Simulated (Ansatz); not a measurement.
Input file:

```yaml
crystal:
  periodic: [false, false, false]
  atoms:
    - {symbol: Si, position_ang: [0.000000, 0.000000, 0.000000]}
    - {symbol: N, position_ang: [0.000000, 0.000000, 1.563809]}
basis:
  gaussian: {orbitals: 6-31G}
magnetization: {spin_polarized: true, initial_magnetization: 3}
correlation: {method: ccsdtq, electrons: outside_noble_gas}
```

```sh
$ ansatz run in.yaml --threads 1 --pin off --events-out ev --progress --plain --max-ram 2393MiB
```

Log:

```
460 factors; integrals over basis functions are off by at most 4.0e-8 eV
mean field evaluation 1: about -9334.8029 eV, gradient 1.1e1 eV
mean field evaluation 2: about -9334.9036 eV, gradient 1.1e1 eV
mean field evaluation 4: about -9335.8269 eV, gradient 1.8e0 eV
mean field evaluation 8: about -9336.0596 eV, gradient 3.2e-1 eV
mean field evaluation 16: about -9336.1462 eV, gradient 5.3e-1 eV
mean field evaluation 32: about -9336.5934 eV, gradient 7.7e-2 eV
mean field evaluation 64: about -9336.5513 eV, gradient 7.3e-2 eV
mean field evaluation 96: about -9336.0644 eV, gradient 4.4e-3 eV
mean field evaluation 128: about -9336.5520 eV, gradient 9.2e-6 eV
mean field evaluation 160: about -9336.5459 eV, gradient 7.0e-2 eV
...
mean field -9336.59354881 eV, -343.1134843483 hartree, gradient 5.7e-6 eV, S^2 3.862077; 17 other end points of the search recorded, 0 dependent functions left out
determinant -9336.59354881 eV, -343.1134843483 hartree, with singles and doubles -9339.66992126 eV, -343.2265389506 hartree
determinant -9336.55197977 eV, -343.1119567144 hartree, with singles and doubles -9339.84743301 eV, -343.2330623872 hartree
determinant -9336.42804763 eV, -343.1074022920 hartree, with singles and doubles -9338.96288929 eV, -343.2005560050 hartree
determinant -9336.06444874 eV, -343.0940402793 hartree, with singles and doubles -9339.18295931 eV, -343.2086434292 hartree
determinant -9333.48704270 eV, -342.9993223546 hartree, with singles and doubles -9337.28245693 eV, -343.1388012547 hartree
determinant -9333.48613627 eV, -342.9992890439 hartree, with singles and doubles -9337.28949435 eV, -343.1390598754 hartree
determinant -9336.59354881 eV, -343.1134843483 hartree, with singles and doubles -9339.87266609 eV, -343.2339896856 hartree
determinant -9336.55197977 eV, -343.1119567144 hartree, with singles and doubles -9339.89395043 eV, -343.2347718707 hartree
6 core orbitals not correlated: weight in the atoms' cores, before any rotation towards them, 1.000 or more for the frozen orbitals, at most 0.000 for the correlated occupied ones
reference -9336.55197977 eV, -343.1119567144 hartree; 6, 3 occupied and 10, 13 virtual orbitals, 460 factors
second order -2.44500394 eV of doubles, -0.00000000 eV of singles
...
cycle  27  -3.86241242 eV  change    1.0e-5 eV  update   8.9e-6
cycle  28  -3.86239684 eV  change    1.6e-5 eV  update   6.0e-6
cycle  29  -3.86239324 eV  change    3.6e-6 eV  update   3.6e-6
cycle  30  -3.86239019 eV  change    3.0e-6 eV  update   2.6e-6
cycle  31  -3.86238731 eV  change    2.9e-6 eV  update   1.9e-6
cycle  32  -3.86238197 eV  change    5.3e-6 eV  update   1.5e-6
cycle  33  -3.86237700 eV  change    5.0e-6 eV  update   7.2e-7
cycle  34  -3.86237493 eV  change    2.1e-6 eV  update   3.6e-7
cycle  35  -3.86237228 eV  change    2.7e-6 eV  update   2.5e-7
cycle  36  -3.86237256 eV  change   -2.9e-7 eV  update   2.4e-7
WARN: these amplitudes may be one of several solutions (largest doubles amplitude 0.90, level shift 0.00 eV)
Total energy: -9340.41435233 eV, -343.2538962880 hartree
```

The determinant lies 0.04 eV above the lowest one of its kind in the log. The T1 diagnostic is 0.093.

For the same geometry and basis full CI lies 2.1 meV lower. By full CI's occupations no single determinant describes the state well. The program flagged this run's energy as in doubt. The determinant fills πx and πy unequally, so it is a mixture of Σ and Δ.

Ran on 1 thread of Arm Neoverse V1, shared host: 39 s wall, 0.29 GiB peak host memory.
